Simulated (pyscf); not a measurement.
**Four-centre exchange: H₂N–SiH₂–NH₂ + water (H₂O) → H₂N–SiH(NH₂)–OH + hydrogen (H₂)**

Gas phase, singlet surface, charge 0. Bonds broken: Si2–H6, O10–H11. Bonds formed: Si2–O10, H6–H11. Single points on ωB97X-D3(BJ)/def2-SVP structures (PySCF, gas phase).

Transition state (Å):

```xyz
12

N     -1.9721    -0.8406     0.6401
Si    -0.5742     0.0673     0.1842
N     -0.1100     0.7925    -1.2965
H     -1.9605    -1.8490     0.5265
H     -2.9066    -0.4515     0.5881
H     -1.5797     1.5449     0.4835
H      0.4461    -1.0396     0.2487
H      0.5926     0.3680    -1.8904
H     -0.5355     1.6248    -1.6837
O      0.0855     0.9772     1.7030
H     -0.8381     1.5430     1.3439
H     -0.1075     0.4747     2.5097
```

One imaginary mode, 1140i cm⁻¹; descent along it reached the two sides named, in the forms told below.

```csv
bond,change,reactant side (Å),saddle,product side
Si2–H6,breaks,1.488,1.812,3.8
O10–H11,breaks,0.964,1.141,2.448
Si2–O10,forms,3.2,1.889,1.678
H6–H11,forms,2.9,1.136,0.762
```

Electronic energies relative to the separated reactants (kcal/mol):

```tsv
level	barrier	reaction energy	reverse barrier
ωB97X-D3(BJ)/def2-TZVP	25.5	-24.5	50.0
PBE/def2-TZVP	20.8	-22.8	43.6
r²SCAN/def2-TZVP	21.7	-25.7	47.5
B3LYP-D3(BJ)/def2-TZVP	25.9	-24.5	50.4
PBE0-D3(BJ)/def2-TZVP	22.9	-23.1	45.9
M06-2X/def2-TZVP	25.5	-27.2	52.7
ωB97M-D3(BJ)/def2-TZVP	24.7	-24.4	49.1
HF/def2-TZVP	44.6	-22.4	66.9
```

With ωB97M-D3(BJ)/def2-TZVP energies and thermal terms (ideal gas, 1 atm, RRHO with modes under 100 cm⁻¹ raised to 100, one conformer, R ln 2 for rigid chiral ones), in kcal/mol:

```
T (K)   ΔH‡   ΔG‡     ΔH     ΔG
-----  ----  ----  -----  -----
298    23.5  34.8  -27.1  -25.0
600    23.3  46.3  -26.0  -23.3
900    23.9  57.7  -25.0  -22.1
1200   24.7  68.9  -24.3  -21.3
```

On the reactant side the descent ends in a complex, 5.0 kcal/mol under the separated species and 30.4 kcal/mol under the saddle at ωB97X-D3(BJ)/def2-TZVP. At the saddle there is also a short H–Si contact that neither side keeps. This is the saddle that the search found; another between the same sides may lie lower.
